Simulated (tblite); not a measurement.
Species: C₄H₁₂NP.
Structure used (GFN2-xTB), in Å, numbered top down from 1:
```xyz
18
C4H12NP angstrom
C     -1.8387    0.6380    0.1979
N     -0.6919   -0.1587   -0.2039
C     -1.1322   -1.5031   -0.5359
P      0.6597   -0.0947    0.9126
C      1.1011    1.6832    0.6135
C      1.9245   -0.8109   -0.2418
H     -2.5222    0.7077   -0.6515
H     -1.5208    1.6421    0.4668
H     -2.3882    0.2034    1.0424
H     -0.2805   -2.1156   -0.8206
H     -1.8130   -1.4402   -1.3880
H     -1.6629   -1.9968    0.2880
H      2.1523    1.8184    0.8620
H      0.9307    1.9388   -0.4310
H      0.5198    2.3409    1.2569
H      1.7274   -0.4791   -1.2599
H      1.9188   -1.8983   -0.1966
H      2.9075   -0.4687    0.0773
```

Computed values, GFN2-xTB/tblite, gas phase, harmonic and unscaled. This tight-binding method is rough: wavenumbers can miss measured ones by several per cent, in bad cases by 10 to 20. One conformer, not necessarily the lowest.

Harmonic wavenumbers (cm⁻¹): 62.9, 173.3, 175.2, 189.8, 218.8, 240.6, 275.8, 293.7, 334.5, 344.8, 417.9, 643.8, 698.8, 720.8, 813.9, 845.5, 883.1, 926.4, 976.2, 1038.3, 1075.0, 1144.2, 1173.3, 1231.5, 1306.2, 1310.1, 1410.1, 1422.9, 1434.7, 1446.4, 1464.5, 1474.5, 1479.8, 1490.8, 1494.7, 1503.4, 2891.5, 2892.1, 2969.4, 2973.0, 2993.9, 2997.8, 3004.6, 3012.0, 3016.1, 3018.5, 3040.5, 3041.4.

A = 3757, B = 2446, C = 1706 MHz; mass 105.071 u (most abundant isotopes); point group Cs, symmetry number 1.

Q: Zero-point energy?

A: ½Σν̃ = 33994 cm⁻¹ = 406.65 kJ/mol.

Q: What is S at 298.15 K and 1 bar for an ideal gas of classical rigid rotors and harmonic oscillators?

A: Translation 166.91, rotation 114.72, vibration 99.05: S = 380.7 J/(mol K).

Q: And Cp and H(298.15 K) − H(0)?

A: Cp = 145.37 J/(mol K), of which vibrations give 112.11 (their classical limit is 48 R = 399.1); H(298.15 K) − H(0) = 26.65 kJ/mol without the zero-point energy, 16.74 from vibrations.

Q: Blend soft modes into free rotors: weight 1/[1 + (100 cm⁻¹/ν̃)⁴] for the oscillator and the rest for a rotor with moment μB/(μ + B), μ = h/(8π²ν), B = 10⁻⁴⁴ kg m². What vibrational entropy results?

A: 95.30 J/(mol K) in place of 99.05, which changes −T·S at 298.15 K by +1.12 kJ/mol.

Q: Which modes carry the vibrational entropy at 298.15 K?

A: 62.9 cm⁻¹: 18.26; 173.3 cm⁻¹: 10.04; 175.2 cm⁻¹: 9.95; 189.8 cm⁻¹: 9.33; 218.8 cm⁻¹: 8.24; 240.6 cm⁻¹: 7.52 J/(mol K); the other 42 give 35.70 together.

Hindered rotation and anharmonicity are outside this model. Other conformers, if any are populated, would add a mixing term that is left out.
